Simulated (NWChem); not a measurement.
Species: CHO cation

```xyz
3

C      0.0000     0.0000    -0.5086
O      0.0000     0.0000     0.5958
H      0.0000     0.0000    -1.6198
```
Atoms are numbered in this order, from 1.

Program: NWChem. Pople sets run with spherical d functions. All runs use the structure optimised with PBE0/def2-SVP. Vertical excitations in the gas phase; the lowest state need not have the same character in each row.

For level Hartree-Fock/6-31G*, TDHF:

```yaml
lowest excitation, singlet (eV): 8.61
lowest triplet (eV): 4.64
orbital gap (eV): 21.65
```

Q: Estimate the same quantities for level LRC-wPBEh/6-31G*, full TDDFT.

A: lowest excitation, singlet (eV): 9.60
lowest triplet (eV): 7.19
orbital gap (eV): 16.70
